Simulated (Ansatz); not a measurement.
```yaml
crystal:
  periodic: [false, false, false]
  atoms:
    - {symbol: O, position_ang: [-2.602134, 0.048054, 0.926408]}
    - {symbol: C, position_ang: [-0.018637, -0.045320, 0.017394]}
    - {symbol: O, position_ang: [1.741794, -2.140692, -0.123224]}
    - {symbol: H, position_ang: [0.878955, 2.137960, -0.820581]}
basis:
  gaussian: {orbitals: cc-pVTZ}
total_charge: -1
hamiltonian: {xc: {name: rPW86-PBE}, dispersion: rvv10}
output: {forces: true}
```

```sh
$ ansatz run in.yaml --threads 4 --pin off --events-out ev --progress --plain --max-ram 10444MiB
```

Shortened log:

```
Functional definition: rPW86-PBE+rVV10
558 factors; their error is unknown
mean field evaluation 1: about -5130.7375 eV, gradient 3.8e1 eV
mean field evaluation 2: about -4967.4431 eV, gradient 2.2e2 eV
mean field evaluation 4: about -4870.6406 eV, gradient 2.0e2 eV
mean field evaluation 8: about -5139.7103 eV, gradient 5.3e-2 eV
mean field evaluation 16: about -5139.6942 eV, gradient 1.3e-5 eV
mean field -5139.90314543 eV, -188.8879566430 hartree, gradient 6.2e-6 eV, S^2 0.000000; 13 other end points of the search recorded, 0 dependent functions left out
reference -5139.90322573 eV, -188.8879595939 hartree; 12, 12 occupied and 92, 92 virtual orbitals, 558 factors
Total energy: -5139.90322573 eV, -188.8879595939 hartree
Atom 0 at    -2.602134     0.048054     0.926408 Å, force     1.568979    -0.038220    -0.556408 eV/Å
Atom 1 at    -0.018637    -0.045320     0.017394 Å, force    -0.073257    -0.178189     0.068391 eV/Å
Atom 2 at     1.741794    -2.140692    -0.123224 Å, force    -1.056532     1.284679     0.077999 eV/Å
Atom 3 at     0.878955     2.137960    -0.820581 Å, force    -0.439189    -1.068271     0.410018 eV/Å
Dipole moment:    -0.076203    -0.185354     0.071142 e Å
```

Question: What is wrong with this run?

Answer: The geometry is stretched to more than twice its size. The run converged. The result belongs to that input, not to the molecule as meant.
